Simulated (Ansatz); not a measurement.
# HF₂−: how energies converge with the basis set

How large a basis does HF₂− need? Two functionals are run in growing sets.

Program: Ansatz 0.2.0, Gaussian basis. Level of theory: one geometry, several basis sets. These are calculated values, not measurements.

Plan: PBE0-D4/def2-SVPD; ωB97M-V/def2-SVPD; PBE0-D4/def2-QZVPPD; ωB97M-V/def2-QZVPPD; the functionals' def2-TZVPPD values are taken from earlier runs.

### 1 The relaxed structure

An earlier PBE0-D4/def2-TZVPD relaxation fixed the geometry.

SMILES `F[H-]F`, 3 atoms, charge -1, spin multiplicity 1.

Atoms are counted from 1 here; the program's logs count them from 0.

Bond lengths: F1–H2 1.143 Å, H2–F3 1.143 Å. Angles: F1–H2–F3 180.0°.

### 2 PBE0-D4 in def2-SVPD

Contents of in.yaml:

```yaml
crystal:
  periodic: [false, false, false]
  atoms:
    - {symbol: F, position_ang: [-0.973218, 0.344395, -0.490950]}
    - {symbol: H, position_ang: [-0.000007, 0.000008, -0.000001]}
    - {symbol: F, position_ang: [0.973235, -0.344404, 0.490961]}
basis:
  gaussian: {orbitals: def2-SVPD}
total_charge: -1
hamiltonian: {xc: pbe0, dispersion: d4}
output: {orbitals: {seedname: orbitals}}
```

The run is started by

```console
$ ansatz run in.yaml --threads 2 --pin off --events-out ev --progress --plain --max-ram 32768MiB --backend cpu
```

The runs that follow: ωB97M-V in def2-SVPD; PBE0-D4 in def2-QZVPPD; ωB97M-V in def2-QZVPPD.

**Question.** What will the summary of the whole plan be? Wanted: PBE0-D4: double and triple zeta above quadruple; ωB97M-V: double and triple zeta above quadruple.

**Answer**, as computed:

```
                                       quantity          value
PBE0-D4: double and triple zeta above quadruple  6.47, 0.23 eV
ωB97M-V: double and triple zeta above quadruple  6.51, 0.21 eV
```

**Reading.** For PBE0-D4 the step from double to triple zeta gains 6.24 eV and the next only 0.23 eV. These are total energies; as a rule much of such shifts cancels in differences, which this series doesn't test. The LUMO of ωB97M-V is positive and keeps falling with the basis (8.92 to 5.61 eV): an unbound level that the basis holds in place.
